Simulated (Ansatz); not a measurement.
System: BaCeO₃ (Pnma, No. 62). Method: PBEsol (PAW; Ansatz, a quantum-chemistry and plane-wave program).

Numerical settings: plane-wave cutoff 520 eV, 6×4×6 k mesh (along the axes of the cell as run), Fermi–Dirac smearing 0.01 eV, no spin polarisation, scalar-relativistic PAW data made under PBE.

Cell (relaxed at this level):

```xyz
20
Lattice="6.1927 0.0000 0.0000 0.0000 8.7294 0.0000 0.0000 0.0000 6.1964" Properties=species:S:1:pos:R:3 pbc="T T T"
Ba     0.1614     2.1823     3.1504
Ba     6.0313     6.5470     3.0460
Ba     2.9349     6.5470     0.0522
Ba     3.2578     2.1823     6.1442
Ce     3.0964     0.0000     3.0982
Ce     0.0000     0.0000     0.0000
Ce     0.0000     4.3647     0.0000
Ce     3.0964     4.3647     3.0982
O      2.9702     2.1823     2.5853
O      3.2225     6.5470     3.6111
O      0.1261     6.5470     5.6835
O      6.0666     2.1823     0.5129
O      1.7377     0.3941     4.8298
O      4.4550     8.3352     1.3666
O      1.3587     8.3352     1.7316
O      4.8341     0.3941     4.4648
O      4.8341     3.9705     4.4648
O      1.3587     4.7588     1.7316
O      4.4550     4.7588     1.3666
O      1.7377     3.9705     4.8298
```

### Question
Give the computed band gap.

### Answer

- band gap = 2.25 eV (on the SCF k mesh)

Note: the relaxation could not lower the start's symmetry, so the cell can be a saddle point above a distorted one; the 4f shell is treated without U or exact exchange, so its levels and filling can be wrong.

Spin–orbit coupling is not included.

Static lattice: no zero-point or thermal effects.

The result took very roughly 8 core-minutes.
